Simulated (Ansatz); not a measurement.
bcc Cs, treated with r²SCAN in Ansatz (PAW).

Numerical settings: plane-wave cutoff 600 eV, 16×16×16 k mesh, Fermi–Dirac smearing 0.052 eV (set by the program), scalar-relativistic PAW data made under PBE.

Cell (relaxed at this level):

Cs is modelled in the cubic space group Im-3m (No. 229), the bcc (W type) structure, Pearson symbol cI2. Lattice parameters: a = b = c = 6.2729 Å, α = β = γ = 90.00°. Cs on 2a is coordinated by 8 Cs at 5.432 Å (cubic). (Neighbours: up to the widest gap in distance over summed covalent radii, below 1.35, at either atom.)
(The calculation used a cell of 1 atom; values per cell refer to that cell.)

### Question
Estimate the Poisson ratio, Young modulus, elastic constant C11, elastic constant C12 and elastic constant C44 that the calculation returns.

### Answer

Poisson ratio: 0.338
Young modulus: 1.8 GPa
elastic constant C11: 2.19 GPa
elastic constant C12: 1.67 GPa
elastic constant C44: 1.23 GPa

Measured, for comparison: elastic constant C11 2.6 GPa, elastic constant C12 2.16 GPa, elastic constant C44 1.6 GPa (temperature not stated, no zero-point or thermal correction; as tabulated in arXiv:1601.06701). Computed (rounded) less measured: elastic constant C11 -16 %, elastic constant C12 -23 %, elastic constant C44 -23 %.

Elastic constants are with the ions relaxed.

Spin–orbit coupling is not included.

Static lattice: no zero-point or thermal effects.

It cost around 13 core-minutes (rough) of CPU time.

Ansatz is a quantum-chemistry and plane-wave program.
